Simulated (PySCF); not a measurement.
NaP: from constants to spectrum

ROHF-CCSD(T) constants of NaP, ³Σ⁻ (triplet), unpaired electrons π ↑↑ (PySCF, no relativity, basis sets Na aug-cc-pVDZ, P aug-cc-pV(D+d)Z; masses 22.9898 and 30.9738 u):

- ωe: 251.7 cm⁻¹
- ωexe: 1.21 cm⁻¹
- Be: 0.17211 cm⁻¹
- αe: 0.00135 cm⁻¹
- D (centrifugal): 3.22e-07 cm⁻¹
- De to Na + P: 0.99 eV

(1) Give the vibrational terms G(v) and spacings up to v = 6.

(2) How well does the Morse estimate ωe²/(4ωexe) reproduce De, and what is D0?

Correlated steps freeze 6 core orbitals. Correlated levels converge slowly with the basis: in double zeta they bind strong bonds too weakly, by up to about 1 eV, and carry superposition errors of some tenths. The state was picked by a PBE0 search and need not be the measured ground state.

Results:

(1) G(v) = ωe(v+½) − ωexe(v+½)².

| v | G(v) (cm⁻¹) | G(v) − G(v−1) | Bv (cm⁻¹) |
| --- | --- | --- | --- |
| 0 | 126 |  | 0.1714 |
| 1 | 375 | 249 | 0.1701 |
| 2 | 622 | 247 | 0.1687 |
| 3 | 866 | 244 | 0.1674 |
| 4 | 1108 | 242 | 0.1660 |
| 5 | 1348 | 240 | 0.1647 |
| 6 | 1585 | 237 | 0.1633 |

(2) It gives 1.62 eV, 164 % of the computed De. D0 = De − G(0) = 0.99 − 0.02 = 0.97 eV.
